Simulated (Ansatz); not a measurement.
One starting cell of Ba (a generated cell, Ba placed in the bcc structure type) was relaxed twice with Ansatz (plane waves, PAW, scalar-relativistic): with r2SCAN at 500 eV and with PBE at 420 eV. The r2SCAN result:

Space group Im-3m (No. 229); a = b = c = 5.072 Å, α = β = γ = 90.00°

```
atom  site  symmetry       x       y       z
----  ----  --------  ------  ------  ------
Ba      2a      m-3m  0.0000  0.0000  0.0000
```
(The calculation used a cell of 1 atom; values per cell refer to that cell.)

```
quantity                          r2SCAN    PBE
--------------------------------  ------  -----
space group                        Im-3m  Im-3m
volume (Å³/atom)                   65.25      …
a (Å)                              5.072      …
gap (eV, no spin-orbit coupling)    0.00      …
```

Problem. What does PBE give for the same quantities?

Solution. 
- volume (Å³/atom), PBE: 63.25
- a (Å), PBE: 5.020
- gap (eV, no spin-orbit coupling), PBE: 0.00

Both levels end in the same structure; PBE's volume is 3.1 % smaller. Neither column is exact.

No spin polarisation in the result.

Measured for Ba: a 4.995 Å (static lattice; corrected from measurement; as listed in Gábor I. Csonka et al., Physical Review B (2009)). Computed minus measured — a: r2SCAN +1.5 %, PBE +0.5 %. The computed values are for a static lattice.

The run could not lose the symmetry of its start.

Ansatz is a first-principles code.
